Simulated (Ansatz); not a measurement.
# AlCl− (quartet): from Hartree-Fock to the top rungs, aug-cc-pVDZ

An exercise on one series of results from a longer session: the logs are not shown, and one member is left open.

Computed with Ansatz 0.2.0, Gaussian basis. Level: aug-cc-pVDZ, core rule «outside noble gas», up to 10 orbitals frozen.

To be run: UHF; CCSD(T) on ROHF; CCSD(T) on UHF; BCCD(T) on ROHF; CISD; CCSDT(Q) on ROHF; CCSDT(Q) on UHF.

22 further runs of the same task are left out: 9 for a known fault of the program, 3 that didn't finish, 10 set aside as unsound or not needed.

### The system

The geometry is a PBE0/def2-TZVPD stationary point (not a proven minimum).

2 atoms, charge -1, spin multiplicity 4.

Atoms are counted from 1 here; the program's logs count them from 0.

Bond lengths: Al1–Cl2 2.216 Å.

Set-up of the first run:

in.yaml

```yaml
crystal:
  periodic: [false, false, false]
  atoms:
    - {symbol: Al, position_ang: [0.000000, 0.000000, 0.000000]}
    - {symbol: Cl, position_ang: [0.000000, 0.000000, 2.215900]}
basis:
  gaussian: {orbitals: aug-cc-pVDZ}
total_charge: -1
magnetization: {spin_polarized: true, initial_magnetization: 3}
hamiltonian: {xc: hf}
output: {orbitals: {seedname: orbitals}}
```

On the command line:

```console
$ ansatz run in.yaml --threads 1 --pin off --events-out ev --progress --plain --max-ram 2393MiB
```

Among the steps run: UHF; CCSD(T) on ROHF; CCSD(T) on UHF; BCCD(T) on ROHF; CISD; CCSDT(Q) on ROHF; CCSDT(Q) on UHF.

One table of the session follows, with a row left open; its other results are not shown here.

It belongs to the step «Misses and costs». 

```
   method  from UCCSDT(Q) (meV)
     ROHF                     ?
      UHF               +5481.9
     RMP2                +670.6
     UMP2                +667.4
     CISD                +520.3
    RCCSD                +182.1
    UCCSD                +181.7
 RCCSD(T)                 +30.5
 UCCSD(T)                 +30.2
  BCCD(T)                 +30.2
   RCCSDT                 +12.5
   UCCSDT                 +12.2
RCCSDT(Q)                  +1.1
UCCSDT(Q)                     0
```

**Question.** Estimate the row for ROHF.

The run gave: from UCCSDT(Q) (meV): +5495.6. In the column «from UCCSDT(Q) (meV)» it is the highest.

Caveats from the session: Restricted and unrestricted rows rest on different reference determinants; where their highest levels disagree by more than a few hundredths of an eV, they describe different states and don't form one ladder.
